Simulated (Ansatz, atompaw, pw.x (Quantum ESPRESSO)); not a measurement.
**From atom to crystal: PAW (atompaw) potential for Si**

```json
{
 "Element": "Si (Z = 14)",
 "Generator": "atompaw 4.2.0.5",
 "Type": "PAW",
 "Functional": "LDA (PW92)",
 "Relativity": "scalar-relativistic",
 "Frozen core": "[Ne]",
 "Valence charge": "4",
 "Reference configuration": "3s2 3p2",
 "Partial waves": "3s (bound): rc 1.76 bohr; 3s channel at -0.4 Ry: rc 1.86 bohr; 3p (bound): rc 1.82 bohr; 3p channel at 0.5 Ry: rc 1.82 bohr; 3d channel at 0.5 Ry: rc 1.86 bohr",
 "Local potential": "bessel scheme, radius 1.66 bohr",
 "Core correction": "smooth core density matched at 1.62 bohr",
 "Augmentation charge": "sinc compensation charge, radius 1.52 bohr; PAW radius 1.86 bohr; waves and projectors: custom rrkj gramschmidtortho"
}
```

Atomic tests: cutoffs needed: 8 Ry and 15 Ry (the cutoffs (Ry, on a coarse ladder) from which the occupation-weighted sum of valence levels, in a spherical-Bessel basis at the reference potential, stays within 10 and 1 mRy of its value at 400 Ry); ghost test: no extra level below or beside the all-electron valence levels (s, p, d, f tested) (spherical-Bessel basis up to 400 Ry, 20 bohr box); lowest eigenvalue of the overlap operator: 0.15 (s channel).

Crystal test: diamond Si in pw.x 7.5, no spin, 9³ k-points, Fermi–Dirac smearing 0.01 Ry, cutoffs 40/400 Ry. The lattice is a test structure that the element need not adopt, and mesh and smearing are coarse.

pw.x input:

```
&control
  calculation='scf', prefix='x', pseudo_dir='./', outdir='./tmp', tstress=.true., disk_io='none'
/
&system
  ibrav=0, nat=2, ntyp=1, ecutwfc=40, ecutrho=400, nbnd=11,
  occupations='smearing', smearing='fd', degauss=0.01
/
&electrons
  conv_thr=1e-09, mixing_beta=0.4, electron_maxstep=70
/
ATOMIC_SPECIES
Si 1.0 Si.UPF
CELL_PARAMETERS angstrom
  0.00000000 2.70050288 2.70050288
  2.70050288 0.00000000 2.70050288
  2.70050288 2.70050288 0.00000000
ATOMIC_POSITIONS crystal
Si 0.0000 0.0000 0.0000
Si 0.2500 0.2500 0.2500
K_POINTS automatic
9 9 9 0 0 0
```

```bash
pw.x < Si.scf.in > Si.scf.out
```

Problem. How does the run end?

Solution. It converges; the pressure is 0.17 GPa against -0.03 GPa from all-electron LAPW.  The log shows:

```
     total energy              =     -89.29599464 Ry
     estimated scf accuracy    <       0.05996598 Ry
     iteration #  2     ecut=    40.00 Ry     beta= 0.40
     negative rho (up, down):  1.071E-02 0.000E+00
     total energy              =     -89.29250723 Ry
     estimated scf accuracy    <       0.01496864 Ry
     iteration #  3     ecut=    40.00 Ry     beta= 0.40
     negative rho (up, down):  1.032E-02 0.000E+00
     total energy              =     -89.29366648 Ry
     estimated scf accuracy    <       0.00033496 Ry
     iteration #  4     ecut=    40.00 Ry     beta= 0.40
     negative rho (up, down):  1.027E-02 0.000E+00
     total energy              =     -89.29377840 Ry
     estimated scf accuracy    <       0.00001318 Ry
     iteration #  5     ecut=    40.00 Ry     beta= 0.40
     negative rho (up, down):  1.010E-02 0.000E+00
     total energy              =     -89.29377978 Ry
     estimated scf accuracy    <       0.00000094 Ry
     iteration #  6     ecut=    40.00 Ry     beta= 0.40
     negative rho (up, down):  1.010E-02 0.000E+00
     total energy              =     -89.29377991 Ry
     estimated scf accuracy    <       0.00000003 Ry
     iteration #  7     ecut=    40.00 Ry     beta= 0.40
     negative rho (up, down):  1.010E-02 0.000E+00
     the Fermi energy is     6.4455 ev
!    total energy              =     -89.29377992 Ry
     estimated scf accuracy    <          7.8E-10 Ry
     smearing contrib. (-TS)   =      -0.00038101 Ry
     The total energy is F=E-TS. E is the sum of the following terms:
     one-electron contribution =       5.88139506 Ry
     hartree contribution      =       1.07680184 Ry
     xc contribution           =      -5.56554191 Ry
     ewald contribution        =     -16.88912557 Ry
     one-center paw contrib.   =     -73.79692833 Ry
     convergence has been achieved in   7 iterations
     negative rho (up, down):  1.010E-02 0.000E+00
          total   stress  (Ry/bohr**3)                   (kbar)     P=        1.72
     Message from routine punch:
     Nothing written, as per user request (disk_io='none')
```
